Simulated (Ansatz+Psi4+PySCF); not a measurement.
A calculation with Psi4 1.11.

```
molecule {
1 2
O 0.000000 0.000000 -1.015990
S 0.000000 0.000000 0.508000
}

basis {
assign O cc-pVTZ
assign S cc-pV(T+d)Z
}
set reference uhf
set scf_type pk
set mp2_type conv
set cc_type conv
set num_frozen_docc 6
energy('ccsd(t)')
```

The input is written out from the run's settings.

Results

```yaml
Converged: yes
Reference_energy: -472.00432 hartree
CCSD_correlation_energy: -0.40538 hartree
Triples_correction: -0.02516 hartree
Total_energy: -472.43486 hartree
Spin_squared_of_the_determinant: 0.773
T1_diagnostic: 0.042
Occupied_orbitals_by_symmetry_in_an_Abelian_subgroup_alpha;_beta: 7 A1 2 B1 3 B2; 7 A1 2 B1 2 B2
```

The reference isn't the lowest determinant (another lies 0.80 eV lower), but the same method gives a higher total on the lower determinant. Caution: large amplitudes, a single reference is doubtful.
